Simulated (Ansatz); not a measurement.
## CH₄AlCl, SMILES [CH3][AlH][Cl]: a search for lower mean-field states, step by step

Computed with the Ansatz DFT code, driven from Python.

The cells in order, each with its output:

```python
import ansatz as az
import numpy as np
```

```python
geometry_ang = [
    ("C", [-0.6966, 0.5028, -0.2909]),
    ("Al", [0.8563, -0.5159, 0.2092]),
    ("Cl", [0.6641, -2.079, 1.7461]),
    ("H", [-0.4819, 1.6335, -0.1083]),
    ("H", [-1.6151, 0.202, 0.276]),
    ("H", [-0.9554, 0.4171, -1.3834]),
    ("H", [2.2897, -0.2285, -0.4945]),
]
mol = az.Crystal.molecule()
for symbol, xyz in geometry_ang:
    mol = mol.atom(symbol, xyz)
symbols = [site.symbol for site in mol.cartesian_sites]
```

```python
start = np.array([site.position_ang for site in mol.cartesian_sites])
for factor in [1.0, 1.5]:
    xyz = (start - start.mean(axis=0)) * factor
    scaled = az.Crystal.molecule()
    for symbol, place in zip(symbols, xyz):
        scaled = scaled.atom(symbol, place.tolist())
    calc = (
        scaled.calculation()
        .basis(gaussian="6-31G*")
        .functional("b3lyp", dispersion="d3bj")
        .spin("collinear")
    )
    for search in ("off", "standard"):
        try:
            data = calc.scf(lower_state_search=search).run(threads=1).report
        except az.AnsatzError as error:
            print(f"x{factor} search {search}: {type(error).__name__}")
            continue
        state = data["mean_field"]["state"]
        print(f"all distances x{factor}, search {search:8s} E = {data['free_energy_ev']:.5f} eV  <S^2> = {abs(state['spin_squared']):.3f}  other states met: {len(data['mean_field']['others'])}")
```

    all distances x1.0, search off      E = -20223.97740 eV  <S^2> = 0.000  other states met: 0
    all distances x1.0, search standard E = -20223.97740 eV  <S^2> = 0.000  other states met: 0
    all distances x1.5, search off      E = -20210.61589 eV  <S^2> = 0.000  other states met: 0
    all distances x1.5, search standard E = -20210.75877 eV  <S^2> = 0.583  other states met: 14

Reading the output:
- Total energies depend on the basis set; only differences at equal settings carry meaning.
- The count of other states can hold repeated and symmetry-equivalent ends of the search; scaling all distances is a test, and for more than two atoms no physical path.
- The structure is a rough, unrelaxed start.
- The expectation value of S² is noticeably off S(S+1) in at least one run, so that state is spin-contaminated.
- b3lyp holds the VWN-RPA fit, as in Gaussian; the form of ORCA and Turbomole is b3lyp5.
- Finished in 22 s on 1 thread of Arm Neoverse V1, with other jobs on the host, peak memory 0.24 GiB.
